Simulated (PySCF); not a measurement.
Predicted microwave data (PBE0-D3(BJ)/def2-TZVP geometry optimisation, gas phase in PySCF 2.14.0) for one isomer of H3NO:

| Item | Value |
| --- | --- |
| Rotational constants | A = 185612, B = 27765, C = 27765 MHz |
| Dipole components | \|μa\| = 5.31 D, \|μb\| = 0.00 D, \|μc\| = 0.00 D |
| Inertial defect | -2.72 u·Å² |
| κ | -1.00 |

Problem. Which structure is it? (One computed conformer of each.)
A. NH3O, `[NH3+][O-]`
B. `[NH2:1][OH:2]` with H–N1–O2–H -124° and 124° (hydroxylamine)

Solution. A. It is [NH3+][O-], a prolate symmetric top, point group C3v. The candidates at the same level (rigid rotor, commonest isotopes):

```json
{"SMILES": "[NH3+][O-]", "A (MHz)": "185612", "B (MHz)": "27765", "C (MHz)": "27765", "μa (D)": "5.31", "μb (D)": "0.00", "μc (D)": "0.00", "Δ (u·Å²)": "-2.72", "point group": "C3v", "rotor": "prolate symmetric top"}
{"SMILES": "NO", "A (MHz)": "194301", "B (MHz)": "26049", "C (MHz)": "25977", "μa (D)": "0.57", "μb (D)": "0.00", "μc (D)": "0.03", "Δ (u·Å²)": "-2.55", "point group": "Cs", "rotor": "–"}
```

`NO` has C 6 % too low. In the right answer the symmetry axis of this C3v structure is a, so μb and μc vanish by symmetry. No structure here is proved a minimum.
